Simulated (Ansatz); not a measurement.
We consider graphite, described by LDA (Ansatz, an electronic-structure program, plane waves, PAW).

Run with plane-wave cutoff 520 eV, 30×30×10 k mesh (along the axes of the cell as run), Fermi–Dirac smearing 0.076 eV (set by the program), scalar-relativistic PAW data made under PBE.

Cell (relaxed at this level):

Space group P6₃/mmc (No. 194); a = 2.445 Å, b = 2.445 Å, c = 6.651 Å, α = 90.00°, β = 90.00°, γ = 120.00°

| atom | site | symmetry | x | y | z |
|---|---|---|---|---|---|
| C | 2b | -6m2 | 0.0000 | 0.0000 | 0.2500 |
| C | 2c | -6m2 | 0.3333 | 0.6667 | 0.2500 |

Problem. Predict the elastic constant C66, Young modulus, elastic constant C13, elastic constant C11, elastic constant C12, elastic constant C33 and elastic constant C44.

Solution. 
- elastic constant C66: 443 GPa
- Young modulus: 283 GPa
- elastic constant C13: -2.62 GPa
- elastic constant C11: 1096 GPa
- elastic constant C12: 211 GPa
- elastic constant C33: 29.5 GPa
- elastic constant C44: 4.32 GPa

Measured, for comparison: elastic constant C13 0 ± 3 GPa, elastic constant C11 1109 ± 16 GPa, elastic constant C12 139 ± 36 GPa (temperature not stated, no zero-point or thermal correction; as tabulated in Savini et al. (2010), arXiv:1008.3639); elastic constant C33 36.5 ± 1 GPa (300 K, no zero-point or thermal correction, our sources range from 36.5 to 40.7; as tabulated in Mounet and Marzari (2005), doi:10.1103/physrevb.71.205214); elastic constant C44 5 ± 3 GPa (temperature not stated, no zero-point or thermal correction, our sources range from 4.00 to 5.05; as tabulated in Savini et al. (2010), arXiv:1008.3639). Computed (rounded) less measured: elastic constant C11 -1 % (inside the measured uncertainty), elastic constant C12 +52 %, elastic constant C33 not scored (sources differ), elastic constant C44 not scored (sources differ).

Elastic constants are with the ions relaxed.

It cost very roughly 11 core-minutes of CPU time.
